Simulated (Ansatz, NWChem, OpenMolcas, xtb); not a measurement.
**Loss of CH4: SiH2(CH3)2 → SiH(CH3) + CH4**

Species: SiH2(CH3)2 (dimethylsilane), singlet; SiH(CH3), singlet; CH4 (methane) `C`, singlet. This is a balance of energies; it says nothing on the path, which may need atoms to shift.

Shapes, held fixed at every level: PBE0-D4/def2-TZVP. Programs: Ansatz 0.2.0, NWChem 7.3.0, OpenMolcas 26.06, xtb 6.7.1. A level may come from different programs for different species; with the same settings they agree closely. Electronic energies: no zero-point or thermal term.

| level | kind | ΔE (kJ/mol) |
| --- | --- | --- |
| GFN1-xTB | semi-empirical | +247.8 |
| HF/STO-3G | Hartree–Fock | +292.2 |
| HF/3-21G | Hartree–Fock | +165.5 |
| HF/def2-SVP | Hartree–Fock | +208.3 |
| B3LYP/6-31G* (spherical functions) | global hybrid | +204.1 |
| PBE0/def2-SVP | global hybrid | +231.8 |

PBE0/def2-SVP gives ΔE = +231.8 kJ/mol; the levels span +165.5 to +292.2. The median of the levels is +220.0. No measured value is set beside it here. Rows in sets without polarisation functions are far from converged.
